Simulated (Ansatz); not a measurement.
# CH5OSi: the cost of one run

Computed with Ansatz 0.2.0, driven from Python. The levels of theory stand in the script.

## 1. The structure

Bond lengths: C1–O2 1.407 Å, O2–Si3 1.648 Å, C1–H4 1.141 Å, C1–H5 1.042 Å, C1–H6 1.164 Å, Si3–H7 1.496 Å, Si3–H8 1.538 Å. Angles: C1–O2–Si3 116.7°, O2–C1–H4 113.5°, O2–C1–H5 115.3°, O2–C1–H6 106.2°, H4–C1–H5 109.1°, H4–C1–H6 104.8°, H5–C1–H6 107.3°, O2–Si3–H7 109.7°, O2–Si3–H8 108.0°, H7–Si3–H8 103.7°.

The script holds or builds the structure itself.

## 2. The script

ch5osi_composite.py reads:

```python
# -*- coding: utf-8 -*-
"""Relax CH5OSi cheaply, then refine its energy."""

import itertools

import ansatz as az
from ase.data import atomic_numbers, covalent_radii
import numpy as np


def main():
    system = (
        az.Crystal.molecule()
        .atom("C", (-0.299, 0.8959, 0.3206))
        .atom("O", (-0.9386, -0.3334, 0.0782))
        .atom("Si", (0.0143, -1.5735, -0.4422))
        .atom("H", (0.1688, 1.3568, -0.6123))
        .atom("H", (0.4075, 0.8859, 1.0861))
        .atom("H", (-1.1368, 1.6422, 0.632))
        .atom("H", (0.7249, -1.171, -1.6952))
        .atom("H", (1.1511, -1.76, 0.577))
    )

    base = (
        system.calculation()
        .basis(gaussian="def2-SVP")
        .functional("PBE0")
        .spin("collinear", total=1)
    )
    symbols = [site.symbol for site in system.cartesian_sites]
    start = np.array([site.position_ang for site in system.cartesian_sites], dtype=float)
    report = base.relax(force_tolerance=0.01).run(threads=1).report
    end = np.array(report["positions_ang"])
    # pairs closer than 1.2 times the sum of covalent radii, before or after
    radius = [covalent_radii[atomic_numbers[s]] for s in symbols]
    span = lambda where, i, j: np.linalg.norm(where[i] - where[j])
    bonded = [(i, j) for i, j in itertools.combinations(range(len(symbols)), 2) if min(span(start, i, j), span(end, i, j)) < 1.2 * (radius[i] + radius[j])]
    print("pair        before    after (A)")
    for i, j in bonded:
        print(f"{symbols[i]}{i}-{symbols[j]}{j}".ljust(10), f"{span(start, i, j):8.4f} {span(end, i, j):8.4f}")

    minimum = az.Crystal.molecule()
    for symbol, place in zip(symbols, end):
        minimum = minimum.atom(symbol, place.tolist())
    at_minimum = minimum.calculation().spin("collinear", total=1)
    # MP2 extrapolated to the basis limit, plus the small-basis difference CCSD(T) - MP2
    level = lambda method, basis: at_minimum.basis(gaussian=basis).correlation(method).run(threads=1).report
    small, large, cluster = level("mp2", "cc-pVDZ"), level("mp2", "cc-pVTZ"), level("ccsd_t", "cc-pVDZ")
    corr = lambda each: (each["free_energy_ev"] - each["reference_energy_ev"]) / 27.211386246
    mp2_limit = (27 * corr(large) - 8 * corr(small)) / 19
    pieces = {"HF / cc-pVTZ": large["reference_energy_ev"] / 27.211386246, "MP2 correlation, DZ-TZ limit": mp2_limit, "CCSD(T) - MP2 / cc-pVDZ": corr(cluster) - corr(small)}
    for name, value in pieces.items():
        print(f"{name:32s} {value:14.6f} Ha")
    print(f"{'sum':32s} {sum(pieces.values()):14.6f} Ha")
    print("T1 diagnostic", round(cluster["correlation"]["coupled_cluster"]["t1_diagnostic"], 4))


if __name__ == "__main__":
    main()
```

## 3. What the engine is handed

The engine receives this input (first run):

```yaml
crystal:
  periodic: [false, false, false]
  atoms:
    - { symbol: C, position_ang: [-0.299, 0.8959, 0.3206] }
    - { symbol: O, position_ang: [-0.9386, -0.3334, 0.0782] }
    - { symbol: Si, position_ang: [0.0143, -1.5735, -0.4422] }
    - { symbol: H, position_ang: [0.1688, 1.3568, -0.6123] }
    - { symbol: H, position_ang: [0.4075, 0.8859, 1.0861] }
    - { symbol: H, position_ang: [-1.1368, 1.6422, 0.632] }
    - { symbol: H, position_ang: [0.7249, -1.171, -1.6952] }
    - { symbol: H, position_ang: [1.1511, -1.76, 0.577] }
basis:
  gaussian:
    orbitals: def2-SVP
hamiltonian:
  xc: pbe0
magnetization:
  spin_polarized: true
  initial_magnetization: 1.0
relax:
  f_tol: 0.01
```

## 4. The run

The run is started by

```
$ python ch5osi_composite.py
```

Q: Estimate wall time and peak memory on 1 thread of Arm Neoverse V1, shared host.

About 36 s, with a peak of 0.4 GiB.
